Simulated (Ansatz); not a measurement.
# C₄H₁₀: a ladder of functionals and wavefunction methods

An exercise on one series of results from a longer session: the logs are not shown, and one member is left open.

Program: Ansatz 0.2.0, Gaussian basis. Level of theory: functionals in def2-TZVPP, the program's frozen cores in correlated methods. These are calculated values, not measurements.

Levels to be run: PBE-D4, r2SCAN-D4, PBE0-D4, B3LYP-D4, ωB97X-V, ωB97M-V, B2PLYP; CCSD(T)/def2-TZVPP; MP2/def2-QZVPP; extrapolation to the limit.

### The relaxed structure

All runs share one geometry, relaxed beforehand with PBE0-D4 in a triple-zeta def2 set.

SMILES `CCCC`, 14 atoms, charge 0, spin multiplicity 1.

Atoms are counted from 1 here; the program's logs count them from 0.

Bond lengths: C1–C2 1.520 Å, C1–H5 1.092 Å, C1–H6 1.092 Å, C1–H7 1.094 Å, C2–C3 1.524 Å, C2–H8 1.095 Å, C2–H9 1.097 Å, C3–C4 1.520 Å, C3–H10 1.095 Å, C3–H11 1.097 Å, C4–H12 1.092 Å, C4–H13 1.092 Å, C4–H14 1.094 Å. Angles: C2–C1–H5 111.9°, C2–C1–H6 111.2°, C2–C1–H7 111.0°, H5–C1–H6 107.4°, H5–C1–H7 107.6°, H6–C1–H7 107.6°, C1–C2–C3 114.0°, C1–C2–H8 109.1°, C1–C2–H9 109.5°, C3–C2–H8 108.8°, C3–C2–H9 109.1°, H8–C2–H9 106.0°, C2–C3–C4 114.0°, C2–C3–H10 108.8°, C2–C3–H11 109.1°, C4–C3–H10 109.1°, C4–C3–H11 109.5°, H10–C3–H11 106.0° and more.

The first run:

Input file in.yaml:

```yaml
crystal:
  periodic: [false, false, false]
  atoms:
    - {symbol: C, position_ang: [-0.845033, 0.798124, 1.171061]}
    - {symbol: C, position_ang: [0.293555, -0.184750, 0.950762]}
    - {symbol: C, position_ang: [0.891671, -0.137396, -0.450094]}
    - {symbol: C, position_ang: [-0.073798, -0.549908, -1.549486]}
    - {symbol: H, position_ang: [-1.698218, 0.584541, 0.523004]}
    - {symbol: H, position_ang: [-1.202837, 0.764254, 2.202709]}
    - {symbol: H, position_ang: [-0.522433, 1.823340, 0.965399]}
    - {symbol: H, position_ang: [1.085585, 0.015306, 1.680119]}
    - {symbol: H, position_ang: [-0.057313, -1.203313, 1.156087]}
    - {symbol: H, position_ang: [1.770312, -0.790316, -0.481447]}
    - {symbol: H, position_ang: [1.260194, 0.876385, -0.648022]}
    - {symbol: H, position_ang: [0.415995, -0.551593, -2.525991]}
    - {symbol: H, position_ang: [-0.929085, 0.126629, -1.615025]}
    - {symbol: H, position_ang: [-0.462297, -1.557301, -1.371576]}
basis:
  gaussian: {orbitals: def2-TZVPP}
hamiltonian: {xc: pbe, dispersion: d4}
output: {forces: true, orbitals: {seedname: orbitals}}
```

The run is started by

```
ansatz run in.yaml --threads 4 --pin off --events-out ev --progress --plain --max-ram 10444MiB
```

Among the steps run: PBE-D4 (GGA); r2SCAN-D4 (meta-GGA); PBE0-D4 (hybrid); B3LYP-D4 (hybrid); ωB97X-V (range-separated); ωB97M-V (range-separated); B2PLYP (double hybrid); CCSD(T) in def2-TZVPP; MP2 in def2-QZVPP.

One of the session's tables, all rows but one given; the rest of the session is left out.

| method | atoms, summed (eV) | atomisation energy (kJ/mol) |
| --- | --- | --- |
| PBE-D4 | -4249.875 | 5516.3 |
| r2SCAN-D4 | -4253.982 | 5448.5 |
| PBE0-D4 | -4251.285 | 5470.6 |
| B3LYP-D4 | -4257.479 | 5450.9 |
| ωB97X-V | -4255.624 | 5446.0 |
| ωB97M-V | -4253.865 | 5453.8 |
| B2PLYP | -4252.983 | 5397.0 |
| HF/def2-TZVPP | -4238.664 | 4173.5 |
| MP2/def2-TZVPP | ? | ? |
| CCSD/def2-TZVPP | -4248.081 | 5283.9 |
| CCSD(T)/def2-TZVPP | -4248.302 | 5337.1 |
| MP2/CBS | -4247.099 | 5467.9 |
| CCSD(T)/CBS | -4249.541 | 5442.4 |

Q: Estimate the row for MP2/def2-TZVPP from the others.

As computed: atoms, summed (eV): -4245.859; atomisation energy (kJ/mol): 5362.7. In the column «atoms, summed (eV)» it lies between MP2/CBS (-4247.099) and HF/def2-TZVPP (-4238.664).

Caveats from the session: Free atoms (4 C, 10 H) were run apart at each level; the atomisation energy is their sum less the molecule, without zero-point or spin-orbit terms.
